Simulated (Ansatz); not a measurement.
Consider the atomization: `OBO` → B• + 3 H• + 2 O•.

Computed with Ansatz on PBE0-D4/def2-TZVP structures; ΔE is electronic, products minus reactants. CBS: def2 TZ/QZ extrapolation, frozen cores. DFT in def2-TZVPP. Open shells (•) are unrestricted, without spin–orbit coupling. Spin–orbit coupling would lower the free atoms: a little for B, O. Each species was taken in one conformer, which may not be the lowest.

CCSD(T)/CBS gives +25.43 eV.

Another level gave +25.87 eV. Which?
A. PBE/def2-TZVPP
B. MP2/def2-TZVPP
C. SCS-MP2/def2-TZVPP
D. PBE-D4/def2-TZVPP

A. PBE 25.87, SCS-MP2/def2-TZVPP 25.26, PBE-D4 25.92, MP2/def2-TZVPP 25.54 eV.

Largest T1 diagnostic among the species: 0.014.

In def2-TZVPP, CCSD(T) changes the Hartree–Fock value by +6.22 eV (the triples alone add +0.37 eV) and MP2 by +6.97 eV; breaking electron pairs costs correlation energy, which Hartree–Fock lacks. The D4 term adds +0.09 eV with B3LYP and +0.04 eV with PBE0; it sums over pairs of atoms, weighted by their polarisabilities, and B3LYP, whose exchange is more repulsive, gets the larger term.

B3LYP here is the variant with VWN-RPA as its local correlation; programs differ in this.

CCSD(T)/CBS has its own doubt, a few kJ/mol and more with outer-core shells, so smaller differences from it don't rank the levels.
